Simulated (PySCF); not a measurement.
**Partial charges of pentanenitrile**

Compound: pentanenitrile, C5H9N.
SMILES with atom numbers: `[CH3:1][CH2:2][CH2:3][CH2:4][C:5]#[N:6]` (hydrogens: H7, H8, H9 on C1; H10, H11 on C2; H12, H13 on C3; H14, H15 on C4)

Structure used (PBE0-D3(BJ)/def2-TZVP), in Å, numbered top down from 1:
```
atom  x, y, z in Å
C1    -2.0748   -0.4512   -0.1472
C2    -0.5927   -0.5956    0.1483
C3     0.1460    0.7291    0.0697
C4     1.6406    0.6096    0.3711
C5     2.3358   -0.2333   -0.5898
N6     2.8628   -0.8960   -1.3676
H7    -2.5870   -1.4135   -0.0895
H8    -2.2378   -0.0484   -1.1505
H9    -2.5567    0.2258    0.5636
H10   -0.4536   -1.0269    1.1464
H11   -0.1411   -1.3020   -0.5558
H12   -0.2833    1.4379    0.7848
H13    0.0157    1.1681   -0.9243
H14    1.7956    0.1865    1.3684
H15    2.1176    1.5936    0.3634
```

Density: PBE0/pcSseg-2 (PySCF); schemes: Mulliken, IAO, Hirshfeld and ESP-fitted. One conformer (not necessarily the lowest) at the PBE0-D3(BJ)/def2-TZVP geometry, without solvent, vibrations or thermal averaging.

Q: Give the atomic charges in each scheme.

A: In e:

| atom | environment | Mulliken | IAO | Hirshfeld | ESP-fitted |
| --- | --- | --- | --- | --- | --- |
| C1 | methyl carbon | -0.047 | -0.427 | -0.121 | -0.452 |
| C2 | chain CH2 carbon | -0.059 | -0.257 | -0.073 | +0.201 |
| C3 | chain CH2 carbon | -0.064 | -0.248 | -0.064 | +0.059 |
| C4 | sp3 carbon next to a nitrile | +0.024 | -0.303 | -0.046 | -0.340 |
| C5 | nitrile carbon | -0.056 | +0.144 | +0.087 | +0.369 |
| N6 | nitrile nitrogen | -0.145 | -0.262 | -0.238 | -0.480 |
| H7 | methyl hydrogen | +0.043 | +0.150 | +0.047 | +0.118 |
| H8 | methyl hydrogen | +0.023 | +0.142 | +0.044 | +0.105 |
| H9 | methyl hydrogen | +0.018 | +0.139 | +0.042 | +0.102 |
| H10 | methylene hydrogen | +0.017 | +0.132 | +0.042 | -0.017 |
| H11 | methylene hydrogen | +0.041 | +0.146 | +0.043 | +0.006 |
| H12 | methylene hydrogen | +0.038 | +0.141 | +0.049 | +0.018 |
| H13 | methylene hydrogen | +0.034 | +0.144 | +0.049 | +0.030 |
| H14 | methylene hydrogen | +0.058 | +0.177 | +0.069 | +0.133 |
| H15 | methylene hydrogen | +0.075 | +0.183 | +0.071 | +0.149 |

Mean size of the charges over all atoms: IAO 0.200 e, ESP-fitted 0.172 e, Hirshfeld 0.072 e, Mulliken 0.049 e. Each set sums to the total charge, 0, to within 0.001 e. The IAO scheme counts the electrons in orthogonalised intrinsic atomic orbitals, a minimal basis polarised so that it spans the occupied orbitals exactly.

Lowest charge. The schemes don't all agree: Mulliken N6 (-0.145); IAO C1 (-0.427); Hirshfeld N6 (-0.238); ESP-fitted N6 (-0.480).

Highest charge. The schemes don't all agree: Mulliken H15 (+0.075); IAO H15 (+0.183); Hirshfeld C5 (+0.087); ESP-fitted C5 (+0.369).

Q: How closely do the schemes follow one another over all atoms?

A: Correlation coefficient and root-mean-square difference: IAO with Hirshfeld 0.87, 0.146 e; Mulliken with Hirshfeld 0.81, 0.053 e; Hirshfeld with ESP-fitted 0.77, 0.174 e; Mulliken with IAO 0.68, 0.181 e; IAO with ESP-fitted 0.68, 0.179 e; Mulliken with ESP-fitted 0.38, 0.217 e.

Q: Sum the charges by element, for elements with more than one atom.

A: 
```
element  atoms  Mulliken     IAO  Hirshfeld  ESP-fitted
      C      5    -0.201  -1.091     -0.218      -0.163
      H      9    +0.347  +1.353     +0.456      +0.643
```
